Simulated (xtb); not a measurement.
Input for xtb: GFN2-xTB on OH (SMILES [OH]), 2S+1 = 2.

```
$ xtb mol.xyz --gfn 2 --sp --chrg 0 --uhf 1
2

O      0.00000000     0.00000000     0.00000000
H      0.96889819     0.00000000     0.00000000
```

The log:

```
[...]
           -------------------------------------------------
          |                Calculation Setup                |
           -------------------------------------------------



           -------------------------------------------------
          |                 G F N 2 - x T B                 |
           -------------------------------------------------

        Reference                      10.1021/acs.jctc.8b01176
      * Hamiltonian:
        H0-scaling (s, p, d)           1.850000    2.230000    2.230000
        zeta-weighting                 0.500000
      * Dispersion:
        s8                             2.700000
        a1                             0.520000
        a2                             5.000000
        s9                             5.000000
      * Repulsion:
        kExp                           1.500000    1.000000
        rExp                           1.000000
      * Coulomb:
        alpha                          2.000000
        third order                    shell-resolved
        anisotropic                    true
        a3                             3.000000
        a5                             4.000000
        cn-shift                       1.200000
        cn-exp                         4.000000
        max-rad                        5.000000


          ...................................................
          :                      SETUP                      :
          :.................................................:
          :  # basis functions                   5          :
          :  # atomic orbitals                   5          :
          :  # shells                            3          :
          :  # electrons                         7          :
          :  max. iterations                   250          :
          :  Hamiltonian                  GFN2-xTB          :
          :  restarted?                      false          :
          :  GBSA solvation                  false          :
          :  PC potential                    false          :
          :  electronic temp.          300.0000000     K    :
          :  accuracy                    1.0000000          :
          :  -> integral cutoff          0.2500000E+02      :
          :  -> integral neglect         0.1000000E-07      :
          :  -> SCF convergence          0.1000000E-05 Eh   :
          :  -> wf. convergence          0.1000000E-03 e    :
          :  Broyden damping             0.4000000          :
          :  net charge                          0          :
          :  unpaired electrons                  1          :
          ...................................................

 iter      E             dE          RMSdq      gap      omega  full diag
   1     -4.4436697 -0.444367E+01  0.376E+00   16.71       0.0  T
   2     -4.4437061 -0.363972E-04  0.227E+00   16.67       1.0  T
   3     -4.4437369 -0.307530E-04  0.900E-02   16.59       1.0  T
   4     -4.4437375 -0.691339E-06  0.174E-02   16.61       4.1  T
   5     -4.4437376 -0.294175E-07  0.812E-03   16.60       8.7  T
   6     -4.4437376 -0.189116E-07  0.569E-05   16.60    1242.0  T
   7     -4.4437376 -0.723865E-12  0.416E-06   16.60   16986.6  T

   *** convergence criteria satisfied after 7 iterations ***

         #    Occupation            Energy/Eh            Energy/eV
      -------------------------------------------------------------
         1        2.0000           -0.7061380             -19.2150
         2        2.0000           -0.5839742             -15.8907
         3        1.5000           -0.4989850             -13.5781
         4        1.5000           -0.4989850             -13.5781 (HOMO)
         5                          0.1110971               3.0231 (LUMO)
      -------------------------------------------------------------
                  HL-Gap            0.6100821 Eh           16.6012 eV
             Fermi-level           -0.3464645 Eh           -9.4278 eV

 SCC (total)                   0 d,  0 h,  0 min,  0.001 sec
 SCC setup                      ...        0 min,  0.000 sec (  7.891%)
 Dispersion                     ...        0 min,  0.000 sec (  1.830%)
 classical contributions        ...        0 min,  0.000 sec (  1.967%)
 integral evaluation            ...        0 min,  0.000 sec (  8.123%)
 iterations                     ...        0 min,  0.000 sec ( 62.126%)
 molecular gradient             ...        0 min,  0.000 sec (  8.782%)
 printout                       ...        0 min,  0.000 sec (  8.578%)

         :::::::::::::::::::::::::::::::::::::::::::::::::::::
         ::                     SUMMARY                     ::
         :::::::::::::::::::::::::::::::::::::::::::::::::::::
         :: total energy              -4.428349904375 Eh    ::
         :: gradient norm              0.006687984511 Eh/a0 ::
         :: HOMO-LUMO gap             16.601179703822 eV    ::
         ::.................................................::
         :: SCC energy                -4.443737594343 Eh    ::
         :: -> isotropic ES            0.014532481249 Eh    ::
         :: -> anisotropic ES         -0.001741861073 Eh    ::
         :: -> anisotropic XC         -0.000522764612 Eh    ::
         :: -> dispersion             -0.000052841249 Eh    ::
         :: repulsion energy           0.015387689968 Eh    ::
         :: add. restraining           0.000000000000 Eh    ::
         :: total charge               0.000000000000 e     ::
         :::::::::::::::::::::::::::::::::::::::::::::::::::::

           -------------------------------------------------
          |                Property Printout                |
           -------------------------------------------------

    * Orbital Energies and Occupations

         #    Occupation            Energy/Eh            Energy/eV
      -------------------------------------------------------------
         1        2.0000           -0.7061380             -19.2150
         2        2.0000           -0.5839742             -15.8907
         3        1.5000           -0.4989850             -13.5781
         4        1.5000           -0.4989850             -13.5781 (HOMO)
         5                          0.1110971               3.0231 (LUMO)
      -------------------------------------------------------------
                  HL-Gap            0.6100821 Eh           16.6012 eV
             Fermi-level           -0.3464645 Eh           -9.4278 eV

     #   Z          covCN         q      C6AA      α(0)
     1   8 O        0.804    -0.331    20.366     6.049
     2   1 H        0.804     0.331     0.636     1.252

 Mol. C6AA /au·bohr⁶  :         28.058024
 Mol. C8AA /au·bohr⁸  :        528.895782
 Mol. α(0) /au        :          7.301615


Wiberg/Mayer (AO) data.
largest (>0.10) Wiberg bond orders for each atom

 ---------------------------------------------------------------------------
     #   Z sym  total        # sym  WBO       # sym  WBO       # sym  WBO
 ---------------------------------------------------------------------------
     1   8 O    0.891 --     2 H    0.891
     2   1 H    0.891 --     1 O    0.891
 ---------------------------------------------------------------------------

Topologies differ in total number of bonds
Writing topology from bond orders to xtbtopo.mol

molecular dipole:
                 x           y           z       tot (Debye)
 q only:        0.606       0.000       0.000
   full:        0.816      -0.000       0.000       2.074
molecular quadrupole (traceless):
                xx          xy          yy          xz          yz          zz
 q only:        1.109       0.000      -0.554       0.000       0.000      -0.554
  q+dip:        1.460       0.000      -0.730      -0.000       0.000      -0.730
Note: The following floating-point exceptions are signalling: IEEE_DENORMAL
normal termination of xtb
   full:        1.311       0.000      -0.656       0.000       0.000      -0.656


           -------------------------------------------------
          | TOTAL ENERGY               -4.428349904375 Eh   |
          | GRADIENT NORM               0.006687984511 Eh/α |
          | HOMO-LUMO GAP              16.601179703822 eV   |
           -------------------------------------------------

------------------------------------------------------------------------
------------------------------------------------------------------------
 total:
 SCF:
```

The run finished.

Cost: around 0.020 core-seconds (rough).
